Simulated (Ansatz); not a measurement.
# SiNH₆+ (SMILES [NH3+][SiH3]): single points off equilibrium

The atoms stand at a structure displaced at random from a GFN2-xTB minimum. How far do the functionals agree with CCSD(T) there?

The runs use Ansatz 0.2.0, Gaussian basis; single points in def2-TZVPP.

Cores are frozen in the correlated methods.

## Step 1: The starting structure

SMILES `[NH3+][SiH3]`, 8 atoms, charge 1, spin multiplicity 1.

Atoms are counted from 1 here; the program's logs count them from 0.

Bond lengths: N1–Si2 1.939 Å, N1–H3 1.026 Å, N1–H4 1.100 Å, N1–H5 0.912 Å, Si2–H6 1.370 Å, Si2–H7 1.446 Å, Si2–H8 1.505 Å. Angles: Si2–N1–H3 110.2°, Si2–N1–H4 111.1°, Si2–N1–H5 119.2°, H3–N1–H4 100.5°, H3–N1–H5 115.2°, H4–N1–H5 98.2°, N1–Si2–H6 98.0°, N1–Si2–H7 101.6°, N1–Si2–H8 98.0°, H6–Si2–H7 119.0°, H6–Si2–H8 115.6°, H7–Si2–H8 117.8°.

As a file:

```xyz
8

N    -0.4733    0.1183   -0.8242
Si    0.4031   -0.0735    0.8951
H     0.1080    0.6764   -1.4585
H    -0.4969   -0.8394   -1.3650
H    -1.3656    0.3041   -0.8511
H     0.3624    1.2410    1.2779
H     1.6716   -0.6539    0.5127
H    -0.6125   -0.9722    1.5473
```

## Step 2: CCSD(T)/def2-TZVPP

File run/in.yaml:

```yaml
crystal:
  periodic: [false, false, false]
  atoms:
    - {symbol: N, position_ang: [-0.473300, 0.118300, -0.824200]}
    - {symbol: Si, position_ang: [0.403100, -0.073500, 0.895100]}
    - {symbol: H, position_ang: [0.108000, 0.676400, -1.458500]}
    - {symbol: H, position_ang: [-0.496900, -0.839400, -1.365000]}
    - {symbol: H, position_ang: [-1.365600, 0.304100, -0.851100]}
    - {symbol: H, position_ang: [0.362400, 1.241000, 1.277900]}
    - {symbol: H, position_ang: [1.671600, -0.653900, 0.512700]}
    - {symbol: H, position_ang: [-0.612500, -0.972200, 1.547300]}
basis:
  gaussian: {orbitals: def2-TZVPP}
total_charge: 1
correlation: {method: ccsd_t}
output: {forces: true}
```

No record of the launch command was kept for these runs.

## Step 3: PBE0-D4/def2-TZVPP

Changes to run/in.yaml since step 2:

```diff
@@ -14,3 +14,3 @@
 total_charge: 1
-correlation: {method: ccsd_t}
-output: {forces: true}
+hamiltonian: {xc: pbe0, dispersion: d4}
+output: {forces: true, orbitals: {seedname: orbitals}}
```

## Step 4: wB97M-V/def2-TZVPP

Changes to run/in.yaml since step 3:

```diff
@@ -14,3 +14,3 @@
 total_charge: 1
-hamiltonian: {xc: pbe0, dispersion: d4}
-output: {forces: true, orbitals: {seedname: orbitals}}
+hamiltonian: {xc: {name: wB97M-V}}
+output: {forces: true}
```

## Step 5: r2SCAN-D4/def2-TZVPP

Changes to run/in.yaml since step 4:

```diff
@@ -14,3 +14,3 @@
 total_charge: 1
-hamiltonian: {xc: {name: wB97M-V}}
+hamiltonian: {xc: r2scan, dispersion: d4}
 output: {forces: true}
```

## Step 6: PBE-D4/def2-TZVPP

Changes to run/in.yaml since step 5:

```diff
@@ -14,3 +14,3 @@
 total_charge: 1
-hamiltonian: {xc: r2scan, dispersion: d4}
+hamiltonian: {xc: pbe, dispersion: d4}
 output: {forces: true}
```

## Step 7: wB97X-V/def2-TZVPP

Changes to run/in.yaml since step 6:

```diff
@@ -14,3 +14,3 @@
 total_charge: 1
-hamiltonian: {xc: pbe, dispersion: d4}
+hamiltonian: {xc: {name: wB97X-V}}
 output: {forces: true}
```

## Step 8: SPW92/def2-TZVPP

Changes to run/in.yaml since step 7:

```diff
@@ -14,3 +14,3 @@
 total_charge: 1
-hamiltonian: {xc: {name: wB97X-V}}
+hamiltonian: {xc: lda}
 output: {forces: true}
```

(Steps that only read results are left out.)

**Question.** What will these runs give? Wanted: energy less free atoms, CCSD(T)/def2-TZVPP; RMS force component; RMS force error; HOMO and LUMO, PBE0-D4; T1 diagnostic.

**Answer**, as computed:

```
                                  quantity                                                                                         value
energy less free atoms, CCSD(T)/def2-TZVPP                                                                               -391.6 kcal/mol
                       RMS force component                                                          2.371 to 2.455 eV/Å over the methods
                           RMS force error  PBE0-D4 0.052, wB97M-V 0.044, r2SCAN-D4 0.035, PBE-D4 0.160, wB97X-V 0.041, SPW92 0.251 eV/Å
                    HOMO and LUMO, PBE0-D4                                                                           -15.52 and -5.97 eV
                             T1 diagnostic                                                                                         0.008
```

In words: Against CCSD(T) the functionals' energies less atoms differ by -75.0 to -4.3 kcal/mol, PBE-D4 by -8.9 kcal/mol. A larger basis would deepen the CCSD(T) value, while the functionals are nearly converged already, so the order here is not reliable. For forces r2SCAN-D4 does best and SPW92 worst. Frozen-core CCSD(T) forces in triple zeta carry basis errors of their own, and this is one geometry, so small gaps rank nothing.
